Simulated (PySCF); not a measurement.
Bonds (- single, = double, # triple, : aromatic): N1#C2 1.162 Å, C2-N3 1.335 Å. N3 carries H4, H5.

Theory: coordinates at the PBE0-D3(BJ)/def2-SVP level, GIAO PBE0/pcSseg-1 shieldings, in PySCF (no solvent, single conformer, fast rotation and ring inversion assumed for equivalent nuclei, no relativistic terms).

Scale: ¹³C (σ = 184.41 ppm) and ¹H (σ = 31.27 ppm) against TMS; NH3 for ¹⁵N (σ = 265.67 ppm) (reference shieldings calculated alike).

| atoms | nucleus | count | δ (ppm) |
| --- | --- | --- | --- |
| H4/H5 | ¹H | 2 | 2.28 |
| N1 | ¹⁵N | 1 | 251.1 |
| C2 | ¹³C | 1 | ? |
| N3 | ¹⁵N | 1 | ? |

Problem. Fill in the missing shifts.

Solution. 
- C2: 117.2 ppm, nitrile carbon; C≡N carbons fall here, among the sp2 signals but without a proton
- N3: 29.8 ppm, nitrogen bonded to C, 2 H

Exchangeable OH/NH protons stand at their gas-phase positions; hydrogen bonding in a real sample shifts them, mostly to higher δ. Shifts are as computed. Against solution values, carbons near 30 ppm lie about +2 ppm off and those near 130 ppm about +5 ppm. Of 1211 compounds with measured shifts, 218 miss one by over three times the rms of a fit or turn the order of signals round; such compounds aren't used in these exercises. Experimental scales use liquid or dissolved standards, which lie at an offset from isolated NH3 (liquid NH3: subtract about 20 ppm). Unscaled 15N shifts of sp2 nitrogen come out 20 to 40 ppm too high even then.
